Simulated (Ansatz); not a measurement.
Basis-set extrapolation for `NC(N)(F)SS` (PBE0-D4/def2-TZVP geometry, frozen core, Ansatz). Multiplicity 1, RHF reference.

```csv
,def2-TZVPP,def2-QZVPP
HF,-1044.313678,-1044.347457
MP2 correlation,-1.193908,-1.292775
CCSD(T) correlation,-1.290329,not run
```

Energies in hartree. Use E(X) = E(∞) + A·exp(−7.88·√X) for Hartree–Fock and E(X) = E(∞) + B·X^(−2.97) for correlation, with X = 3 and 4, and add CCSD(T) minus MP2 of the smaller set to the MP2 limit.

Q: What is the CCSD(T) energy at the basis-set limit?

A: HF limit: -1044.347457 + (-0.033779) × 0.13774 = -1044.35211. MP2 limit: -1.292775 + (-0.098867) × 0.74074 = -1.36601. Higher-order term: -1.290329 − (-1.193908) = -0.09642. Total: -1045.81454 hartree, 132.1 kcal/mol below CCSD(T)/def2-TZVPP.
